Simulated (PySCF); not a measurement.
Saddle point of CH10Si2, closed shell (Si₂H₆ ([SiH3][SiH3]) + CH₄ → CH₆Si ([CH3][SiH3]) + SiH₄; bonds formed: Si1–C7, Si2–H6; bonds broken: Si1–Si2, H6–C7), PBE0-D4/def2-TZVP structure:

Si1  (-0.201, 0.908, 0.738)
Si2  (1.459, -1.151, 0.266)
H3  (-1.261, 1.990, 0.775)
H4  (-0.438, 0.175, 2.008)
H5  (1.049, 1.692, 0.548)
H6  (-0.222, -0.234, -0.457)
C7  (-1.324, 0.288, -1.021)
H8  (2.317, -0.867, 1.456)
H9  (0.986, -2.568, 0.408)
H10  (2.364, -1.127, -0.928)
H11  (-1.212, -0.535, -1.739)
H12  (-1.238, 1.238, -1.546)
H13  (-2.279, 0.191, -0.507)
(Å)

Energies are electronic, without zero-point energy. Barriers and step energies count from the start structure reached by relaxing down the imaginary mode; all methods use the PBE0-D4 structures, on which another method's saddle can fall below an end. PySCF 2.14 with density fitting (its default auxiliary sets; JK sets also for MP2 and CCSD(T)); basis: def2-TZVPP, with def2-QZVPP for the basis limit; cores frozen in the correlated methods. B3LYP uses VWN-RPA correlation. Extrapolation: Hartree–Fock as exp(−7.88 √X), correlation as X^−2.97.

```
   method  barrier (kJ/mol)  step energy (kJ/mol)
    SPW92             274.9                  15.0
   PBE-D4                 ?                  20.0
r2SCAN-D4             323.4                  13.4
  PBE0-D4             326.5                  16.4
 B3LYP-D4                 ?                   9.7
 BHLYP-D4             370.3                   6.2
  wB97M-V             344.8                   2.7
       HF             433.9                   1.2
      MP2                 ?                   2.6
     CCSD             368.1                   6.7
  CCSD(T)             354.8                   7.6
```

(1) Fill in the withheld barriers. (An estimate is asked for; the value comes from the calculation.)

The T1 diagnostic stays at or below 0.012.

Results:

(1) Computed: MP2 348.1; PBE-D4 305.6; B3LYP-D4 344.8 kJ/mol. Each is the energy of the saddle less that of the start structure, by the same method.

For comparison, the barrier by CCSD(T) at an estimated basis limit (MP2 extrapolated from triple and quadruple zeta, plus CCSD(T) − MP2 in triple zeta) is 350.0 kJ/mol.

Labels in which every atom is bracketed show which atoms are joined, not bond orders.

For scale, one of the runs: CCSD(T)/def2-TZVPP, 255 basis functions, launched by `OMP_NUM_THREADS=4 python run.py`. Hardware: 4 CPU threads of an Arm Neoverse V2, shared host. Wall time 15 min; peak host memory 4.6 GiB.
